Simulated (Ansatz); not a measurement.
One geometry of MgMeF (CH₃FMg), several levels of theory.

```yaml
crystal:
  periodic: [false, false, false]
  atoms:
    - {symbol: Mg, position_ang: [-0.006554, 0.003262, -1.290379]}
    - {symbol: C, position_ang: [0.003725, -0.001993, 0.790405]}
    - {symbol: H, position_ang: [-0.434026, 0.923481, 1.194137]}
    - {symbol: H, position_ang: [1.028045, -0.085340, 1.184059]}
    - {symbol: H, position_ang: [-0.576661, -0.847148, 1.190393]}
    - {symbol: F, position_ang: [-0.014529, 0.007749, -3.068605]}
basis:
  gaussian: {orbitals: def2-TZVP, initial_orbitals: start.molden}
hamiltonian: {xc: {name: LC-wPBE}}
scf: {omitted_lower_state_checks: [starts]}
output: {orbitals: {seedname: orbitals}}
```

The file start.molden holds the orbitals of an earlier run on this structure, at another level or in another basis.

```sh
$ ansatz run in.yaml --threads 4 --pin off --events-out ev --progress --plain --max-ram 3916MiB
```

Output, abridged:

```
Functional definition: LC-wPBE
756 factors; their error is unknown
268 factors; integrals over basis functions are off by at most 4.0e-5 eV
mean field evaluation 1: about -9246.4123 eV, gradient 7.3e0 eV
mean field evaluation 2: about -9246.4772 eV, gradient 9.4e-2 eV
mean field evaluation 4: about -9246.4632 eV, gradient 3.0e-4 eV
mean field -9246.46315607 eV, -339.8012535076 hartree, gradient 1.0e-5 eV, S^2 0.000000; 0 other end points of the search recorded, 0 dependent functions left out
reference -9246.46315607 eV, -339.8012535079 hartree; 15, 15 occupied and 97, 97 virtual orbitals, 756 factors
Total energy: -9246.46315607 eV, -339.8012535079 hartree
Checks for a lower state left out: starts
```

Hardware: 4 threads of Arm Neoverse V1 on a shared host. Wall time 0.7 s.

The first input with `hamiltonian: {xc: hse06, dispersion: d4}` (abridged; 0.7 s):

```
Functional definition: HSE06
mean field -9243.32130117 eV, -339.6857924698 hartree, gradient 5.8e-5 eV, S^2 0.000000
Total energy: -9243.36707150 eV, -339.6874744986 hartree
Checks for a lower state left out: starts
```

As the first input, with `gaussian: {orbitals: 6-31G}`, `hamiltonian: {xc: hf}` (abridged; 0.1 s):

```
Functional definition: HF
mean field -9215.55877178 eV, -338.6655383327 hartree, gradient 2.8e-5 eV, S^2 0.000000
Total energy: -9215.55877178 eV, -338.6655383327 hartree
Checks for a lower state left out: starts
```

As the first input, with `hamiltonian: {xc: pbe0, dispersion: d4}`, `output: {forces: true, orbitals: {seedname: orbitals}}` and without the key `scf` (abridged; 0.9 s):

```
Functional definition: PBE0
mean field evaluation 16: about -9243.6551 eV, gradient 6.4e-3 eV
mean field -9243.65514529 eV, -339.6980610149 hartree, gradient 6.9e-6 eV, S^2 0.000000; 1 other end points of the search recorded, 0 dependent functions left out
Total energy: -9243.70433864 eV, -339.6998688370 hartree
Atom 0 force    -0.000748     0.000590    -0.232030 eV/Å
Atom 1 force     0.000455    -0.000166     0.071624 eV/Å
Atom 2 force     0.092334    -0.195093    -0.068985 eV/Å
Atom 3 force    -0.215865     0.017527    -0.066650 eV/Å
Atom 4 force     0.122385     0.178066    -0.068216 eV/Å
Atom 5 force     0.001440    -0.000923     0.364257 eV/Å
Dipole moment:     0.001669    -0.001092     0.433059 e Å
```

The first input with `hamiltonian: {xc: pbe, dispersion: d4}` (abridged; 0.55 s):

```
Functional definition: PBE
mean field -9243.00800477 eV, -339.6742790393 hartree, gradient 2.3e-5 eV, S^2 0.000000
Total energy: -9243.06688397 eV, -339.6764428100 hartree
Checks for a lower state left out: starts
```

The first input with `hamiltonian: {xc: pbe}`, `correlation: {method: rpa}` and without the key `output` (abridged; 1 s):

```
Functional definition: PBE
mean field -9243.00797173 eV, -339.6742778254 hartree, gradient 7.5e-6 eV, S^2 0.000000
3 core orbitals not correlated: weight in the atoms' cores, before any rotation towards them, 1.000 or more for the frozen orbitals, at most 0.000 for the correlated occupied ones
Total energy: -9244.57453600 eV, -339.7318480003 hartree
Checks for a lower state left out: starts
```

First input, but with `gaussian: {orbitals: def2-SVP, initial_orbitals: start.molden}`, `hamiltonian: {xc: pbe, dispersion: d4}` (abridged; 0.4 s):

```
Functional definition: PBE
mean field -9236.42807075 eV, -339.4324709244 hartree, gradient 7.9e-6 eV, S^2 0.000000
Total energy: -9236.48695365 eV, -339.4346348310 hartree
Checks for a lower state left out: starts
```

Geometry: PBE-D4/def2-TZVP.

LC-ωPBE has ω = 0.4 bohr⁻¹. HSE06 is defined as in plane-wave codes, on full-range PBE exchange. Correlated methods freeze 3 core orbitals; core or outer-core shells of Mg are correlated, in sets that lack core-valence functions.
